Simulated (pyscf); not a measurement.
`[NH]=[W]([F])([F])([F])[F]` + `[ClH]` → `[NH2][W]([F])([F])([F])([F])[Cl]` (addition across a multiple bond or ene-type step; singlet surface; Cl–H broken, H–N, Cl–W formed). Optimised with ωB97X-D3(BJ)/def2-SVP in PySCF. Energies in eV from the separated reactants.

```
level                   barrier  reaction energy
----------------------  -------  ---------------
ωB97X-D3(BJ)/def2-TZVP     1.10            -0.83
PBE/def2-TZVP              0.90            -0.77
B3LYP-D3(BJ)/def2-TZVP     1.10            -0.73
PBE0-D3(BJ)/def2-TZVP      1.02            -0.77
M06-2X/def2-TZVP           1.22            -0.55
ωB97M-D3(BJ)/def2-TZVP     1.26            -0.57
```

The functionals in the table span 0.36 eV in this barrier, from PBE to ωB97M-D3(BJ)/def2-TZVP. On the product side the descent ends in a point that may be a rotor saddle (no frequency run), 0.06 eV over the lowest minimum found and 1.87 eV under the saddle at ωB97X-D3(BJ)/def2-TZVP. This is the saddle that the search found; another between the same sides may lie lower. Elements past Kr carry the def2 core potentials, without spin-orbit coupling.
